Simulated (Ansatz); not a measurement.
`F/C=C/Cl` and `Cl/C=C/CCl` differ in one atom or group.

Ansatz, PBE0-D4/def2-TZVP geometries, multiplicity 1. Each molecule was computed in one conformer, which needn't be the lowest.

| property | `F/C=C/Cl` |
| --- | --- |
| HOMO–LUMO gap (B3LYP/def2-TZVPP) / eV | 6.75 |
| HOMO–LUMO gap (PBE/def2-TZVPP) / eV | 4.99 |
| LUMO energy (PBE0/def2-TZVPP) / eV | -0.18 |
| HOMO–LUMO gap (PBE0/def2-TZVPP) / eV | 7.24 |
| size of the dipole moment (B3LYP/def2-TZVPP) / D | 0.15 |
| LUMO energy (PBE/def2-TZVPP) / eV | -1.18 |

(1) Give the same properties after the change, and the shifts. (An estimate is asked.)

Answers

(1) The calculation gave: 
| property | `Cl/C=C/CCl` | shift |
| --- | --- | --- |
| HOMO–LUMO gap (B3LYP/def2-TZVPP) / eV | 6.39 | -0.36 |
| HOMO–LUMO gap (PBE/def2-TZVPP) / eV | 4.70 | -0.29 |
| LUMO energy (PBE0/def2-TZVPP) / eV | -0.76 | -0.58 |
| HOMO–LUMO gap (PBE0/def2-TZVPP) / eV | 6.84 | -0.40 |
| size of the dipole moment (B3LYP/def2-TZVPP) / D | 1.70 | 1.55 |
| LUMO energy (PBE/def2-TZVPP) / eV | -1.75 | -0.57 |

With PBE0 the HOMO falls by 0.19 eV and the LUMO falls by 0.58 eV, so the gap narrows by about 0.39 eV. PBE moves the HOMO by -0.28 eV and ωB97M-V by -0.13 eV. Dipoles are sizes alone; their direction can turn.

B3LYP here is the variant with VWN-RPA as its local correlation; programs differ in this.
